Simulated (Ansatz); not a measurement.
`O=P`, relaxed with RKS PBE0-D4/def2-TZVP in the Gaussian-basis code of Ansatz from a GFN2-xTB geometry. The force threshold is 0.005 eV/Å; the program also tests the step.

Total charge 0; spin multiplicity 1.

Start:

```xyz
3

O     0.794   -0.876   -0.108
P    -0.492   -0.274    0.213
H    -0.302    1.150   -0.105
```

```csv
step,energy (eV),largest force (eV/Å),largest move (Å)
1,-11346.6429,1.307,0.000
2,-11346.6564,0.635,0.013
3,-11346.6604,0.065,0.005
4,-11346.6605,0.008,0.002
5,-11346.6605,0.001,0.001
```

End:

```xyz
3

O     0.805   -0.888   -0.109
P    -0.497   -0.266    0.213
H    -0.308    1.154   -0.104
```

Hardware: 2 threads of an AMD EPYC 7R13 on a shared host. Wall time 3.6 s, peak host memory 0.17 GiB.
